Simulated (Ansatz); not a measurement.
Basis-set extrapolation for `C/C=C/C` (PBE0-D4/def2-TZVP geometry, frozen core, the Gaussian-basis code of Ansatz). Multiplicity 1, RHF reference.

|  | def2-TZVPP | def2-QZVPP |
| --- | --- | --- |
| HF | -156.172052 | -156.179443 |
| MP2 correlation | -0.682035 | -0.724628 |
| CCSD(T) correlation | -0.755808 | not run |

Energies in hartree. Use E(X) = E(∞) + A·exp(−7.88·√X) for Hartree–Fock and E(X) = E(∞) + B·X^(−2.97) for correlation, with X = 3 and 4, and add CCSD(T) minus MP2 of the smaller set to the MP2 limit.

Problem. What is the CCSD(T) energy at the basis-set limit?

Solution. HF limit: -156.179443 + (-0.007391) × 0.13774 = -156.18046. MP2 limit: -0.724628 + (-0.042593) × 0.74074 = -0.75618. Higher-order term: -0.755808 − (-0.682035) = -0.07377. Total: -157.01041 hartree, 51.8 kcal/mol below CCSD(T)/def2-TZVPP.
